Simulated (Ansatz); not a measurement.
Take Ag in the fcc (Cu type) structure (space group Fm-3m, No. 225; a = 4.149 Å) as the base.

Levels (all Ansatz, a quantum-chemistry and plane-wave program, PAW): PBE (420 eV, no SOC); r2SCAN (500 eV, no spin-orbit coupling).

Levels that relaxed their own cell: PBE and r2SCAN.

```tsv
level	lattice parameter a
PBE	4.149 Å
r2SCAN	4.105 Å
```

Measured: lattice parameter a 4.062 Å (static lattice; corrected from measurement; as listed in Daniel Mejia-Rodriguez, S. B. Trickey, Phys. Rev. B (2018)).

Computed minus measured — lattice parameter a: PBE +2.1 %, r2SCAN +1.1 % (closest: r2SCAN).

Whether these cells are dynamically stable was not tested.
